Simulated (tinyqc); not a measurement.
Ways to converge the cycle: SCF convergence aids in the sto-3g basis, for NH3, spin multiplicity 1. Computed by the program tinyqc with PySCF. RHF with one setting changed at a time; a run stops when the energy changes by less than 1e-09 hartree and the error matrix is below 1e-5. The start is random orbitals. Damping d keeps d of the old density; a shift (hartree) raises the virtual levels; DIIS n extrapolates F over n matrices.

Geometry (angstrom):
```
atom        x        y       z
N      0.0000   0.0000  0.2840
H      1.2300   0.0000  0.0000
H     -0.6150   1.0650  0.0000
H     -0.6150  -1.0650  0.0000
```

lowest restricted solution found by these runs and by PySCF = -55.320980 hartree

Largest element of the error matrix X^T (FDS - SDF) X:
```
iteration    plain  damping 0.3  damping 0.6  shift 0.4   DIIS 3   DIIS 8
1          7.7e+00      7.7e+00      7.7e+00    7.7e+00  7.7e+00  7.7e+00
2          4.9e-01      2.2e+00      4.5e+00    4.3e-01  4.9e-01  4.9e-01
3          1.9e-01      6.7e-01      2.7e+00    3.3e-01  2.0e-01  2.0e-01
4          6.6e-02      2.1e-01      1.6e+00    1.7e-01  4.7e-02  4.7e-02
5          2.0e-02      7.0e-02      9.6e-01    9.3e-02  1.0e-02  1.0e-02
6          8.0e-03      3.3e-02      5.8e-01    5.1e-02  4.7e-03  4.1e-03
8          2.4e-03      1.1e-02      2.1e-01    1.6e-02  1.3e-04  7.5e-05
10         6.9e-04      4.8e-03      7.6e-02    6.4e-03  1.1e-05  3.8e-06
14         5.7e-05      1.1e-03      1.3e-02    1.5e-03        -        -
20               -      1.0e-04      3.2e-03    1.6e-04        -        -
30               -            -      4.3e-04          -        -        -
45               -            -      2.0e-05          -        -        -
```

How each run ends:
```
run          iterations  E (hartree)         state
plain                17    -55.32098  lowest found
damping 0.3          27    -55.32098  lowest found
damping 0.6          49    -55.32098  lowest found
shift 0.4            28    -55.32098  lowest found
DIIS 3               11    -55.32098  lowest found
DIIS 8               10    -55.32098  lowest found
```

What does the comparison show, and why?

6 of 6 runs reach the lowest restricted solution found, in 10 to 49 iterations (fastest: DIIS 8). Plain steps already contract here, so damping only slows them. DIIS 3 and DIIS 8 gain by cancelling the error over several earlier matrices, much as a quasi-Newton step does.
